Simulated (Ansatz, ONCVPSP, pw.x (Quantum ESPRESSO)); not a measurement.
## pw.x on fcc Al: one setting changed

Potential: optimised norm-conserving Vanderbilt (ONCV), ONCVPSP 4.0.1.1 (patched build), PBE; core [Ne], reference 3s2; waves: 3s: rc 1.90 bohr, ncon 5, nbas 9, qcut 4.4 1/bohr, 2 projectors, debl 2.9 Ha; p scattering state at 0.29 Ha: rc 2.05 bohr, ncon 4, nbas 8, qcut 4.8 1/bohr, 2 projectors, debl 0.8 Ha; d scattering state at 0.4 Ha: rc 2.05 bohr, ncon 3, nbas 6, qcut 4.7 1/bohr, 2 projectors, debl 3.6 Ha; local part: polynomial inside 1.60 bohr (lpopt 5, dvloc0 0 Ha); core correction: polynomial model core, fcfact 0.25. In the p channel the program set the typed energies aside and used 0.050, 0.850 Ha.

The reference run (k-mesh 14³, cutoffs 50/200 Ry, Fermi–Dirac 0.01 Ry, mixing_beta 0.4, conv_thr 1e-9, no spin) gives -0.87 GPa at 16.527 Å³/atom, where all-electron LAPW gives -0.17 GPa. This run, with its own iteration cap, changes smearing to mp.

```
&control
  calculation='scf', prefix='x', pseudo_dir='./', outdir='./tmp', tstress=.true., disk_io='none'
/
&system
  ibrav=0, nat=1, ntyp=1, ecutwfc=50, ecutrho=200, nbnd=8,
  occupations='smearing', smearing='mp', degauss=0.01
/
&electrons
  conv_thr=1e-09, mixing_beta=0.4, electron_maxstep=50
/
ATOMIC_SPECIES
Al 1.0 Al.UPF
CELL_PARAMETERS angstrom
  0.00000000 2.02172157 2.02172157
  2.02172157 0.00000000 2.02172157
  2.02172157 2.02172157 0.00000000
ATOMIC_POSITIONS crystal
Al 0.0000 0.0000 0.0000
K_POINTS automatic
14 14 14 0 0 0
```

```bash
pw.x < Al.scf.in > Al.scf.out
```

Question: How does the run end?

Answer: It converges in 7 iterations; the free energy moves by +14.9 meV/atom and the pressure by -0.24 GPa. This scheme is built to cancel the term in the square of the width that Fermi–Dirac smearing leaves in the F of a metal.

```
Message from routine setup:
     using ibrav=0 with symmetry is DISCOURAGED, use correct ibrav instead
     lattice parameter (alat)  =       5.4030  a.u.
     unit-cell volume          =     111.5297 (a.u.)^3
     number of electrons       =         3.00
     number of Kohn-Sham states=            8
     kinetic-energy cutoff     =      50.0000  Ry
     charge density cutoff     =     200.0000  Ry
     scf convergence threshold =      1.0E-09
     Exchange-correlation= PBE
     number of k points=   104  Methfessel-Paxton smearing, width (Ry)=  0.0100
     iteration #  1     ecut=    50.00 Ry     beta= 0.40
     total energy              =      -5.36582948 Ry
     estimated scf accuracy    <       0.02932092 Ry
     iteration #  2     ecut=    50.00 Ry     beta= 0.40
     total energy              =      -5.36342148 Ry
     estimated scf accuracy    <       0.01007865 Ry
     iteration #  3     ecut=    50.00 Ry     beta= 0.40
     total energy              =      -5.36362915 Ry
     estimated scf accuracy    <       0.00001120 Ry
     iteration #  4     ecut=    50.00 Ry     beta= 0.40
     total energy              =      -5.36363768 Ry
     estimated scf accuracy    <       0.00000796 Ry
     iteration #  5     ecut=    50.00 Ry     beta= 0.40
     total energy              =      -5.36363790 Ry
     estimated scf accuracy    <          7.9E-09 Ry
     iteration #  6     ecut=    50.00 Ry     beta= 0.40
     total energy              =      -5.36363791 Ry
     estimated scf accuracy    <          1.6E-09 Ry
     iteration #  7     ecut=    50.00 Ry     beta= 0.40
     the Fermi energy is     7.8528 ev
!    total energy              =      -5.36363791 Ry
     estimated scf accuracy    <          2.3E-11 Ry
     smearing contrib. (-TS)   =      -0.00000210 Ry
     The total energy is F=E-TS. E is the sum of the following terms:
     one-electron contribution =       2.92588025 Ry
     hartree contribution      =       0.00795499 Ry
     xc contribution           =      -2.89716240 Ry
     ewald contribution        =      -5.40030864 Ry
     convergence has been achieved in   7 iterations
          total   stress  (Ry/bohr**3)                   (kbar)     P=      -11.10
     Message from routine punch:
     Nothing written, as per user request (disk_io='none')
```

The run took about 6 s on one core of a shared host (Neoverse-V1, 32 threads, 247 GiB, load 10).
